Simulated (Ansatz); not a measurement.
## Basis or method: triplet less singlet of Ge–CH$_{2}$

Ge–CH2, singlet; coordinates (Å): Ge 0.000 0.000 0.303; C 0.000 0.000 -1.483; H 0.000 -0.912 -2.079; H 0.000 0.912 -2.079. Quantity: triplet less singlet, vertical.

Ansatz 0.2.0, basis cc-pVDZ or cc-pVTZ; geometries are PBE0/def2-TZVP minima. Wave-function levels freeze the cores with the filled d shells of p-block atoms; HF, MP2 and coupled cluster are restricted for singlets and unrestricted otherwise, restricted open-shell where a d shell is frozen, Kohn–Sham unrestricted where that lies lower. The reference is CCSDT(Q) or CCSDTQ (coupled cluster only where its series has nearly closed). Semilocal and hybrid functionals correlate all electrons outside any core potential and usually lie nearer their basis limit than the reference, so part of their error here is the reference's basis and frozen-core error; RPA and the MP2 part of double hybrids freeze the same cores as the reference. None of these values is a measured one. Energies are electronic, without zero-point terms. No spin–orbit coupling and no scalar relativity. The species are chosen: bound, without strong static correlation by their natural occupations or amplitudes, in their lowest spin state as far as vertical gaps and like structures tell, and with a ladder that closes on the reference, so errors are smaller than for species at large; levels whose determinant breaks symmetry or spin markedly are left out.

```tsv
level	cc-pVDZ (kJ/mol)	cc-pVTZ (kJ/mol)
reference	169.6 (CCSDTQ)	172.5 (CCSDT(Q))
HF	76.1	78.0
MP2	168.8	174.0
CCSD	157.3	158.3
CCSD(T)	168.3	171.3
PBE	168.1	169.6
PBE0	147.4	148.7
B2PLYP	163.9	167.0
```

From cc-pVDZ to cc-pVTZ the reference moves by 2.9 kJ/mol and PBE by 1.5; the step from CCSD(T) to the reference is 1.3 in the first and 1.2 in the last.
